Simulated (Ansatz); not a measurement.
# AlH₂+ (singlet): the correlation ladder, aug-cc-pVTZ

An exercise on one series of results from a longer session: the logs are not shown, and one member is left open.

The runs use Ansatz 0.2.0, Gaussian basis; aug-cc-pVTZ, core rule «outside noble gas», up to 5 orbitals frozen.

Plan: UHF; CCSD(T) on RHF; CCSD(T) on UHF; BCCD(T) on RHF; CCSDT(Q) on RHF; CCSDT(Q) on UHF; Full CI.

24 further runs of the same task are left out: 5 for a known fault of the program, 7 that didn't finish, 12 set aside as unsound or not needed.

### The geometry

The geometry is a PBE0/def2-TZVP stationary point (not a proven minimum) of the parent state, kept for this charge and spin.

3 atoms, charge 1, spin multiplicity 1.

Atoms are counted from 1 here; the program's logs count them from 0.

Bond lengths: Al1–H2 1.722 Å, Al1–H3 1.722 Å. Angles: H2–Al1–H3 63.0°.

Set-up of the first run:

in.yaml

```yaml
crystal:
  periodic: [false, false, false]
  atoms:
    - {symbol: Al, position_ang: [0.000000, 0.000000, -0.102095]}
    - {symbol: H, position_ang: [0.000000, 0.899579, 1.366496]}
    - {symbol: H, position_ang: [0.000000, -0.899579, 1.366496]}
basis:
  gaussian: {orbitals: aug-cc-pVTZ}
total_charge: 1
magnetization: {spin_polarized: true, initial_magnetization: 0}
hamiltonian: {xc: hf}
output: {orbitals: {seedname: orbitals}}
```

Started as:

```console
$ ansatz run in.yaml --threads 1 --pin off --events-out ev --progress --plain --max-ram 2393MiB
```

Among the steps run: UHF; CCSD(T) on RHF; CCSD(T) on UHF; BCCD(T) on RHF; CCSDT(Q) on RHF; CCSDT(Q) on UHF; Full CI.

One table of the session follows, with a row left open; its other results are not shown here.

```
   method  from FCI (meV)
      RHF               ?
     RMP2          +903.0
    RCCSD          +106.0
 RCCSD(T)           +23.6
  BCCD(T)           +24.9
   RCCSDT            -1.5
RCCSDT(Q)            -2.1
      FCI               0
```

Estimate the missing values for RHF.

**Answer.** from FCI (meV): +2969.8. In the column «from FCI (meV)» it is the highest.

Left out of the table: UHF, UMP2, UCCSD, UCCSD(T), UCCSDT, UCCSDT(Q) (another determinant or state than the rows shown).

Caveats from the session: RCCSDT(Q) falls below full CI, which methods that aren't variational can do.
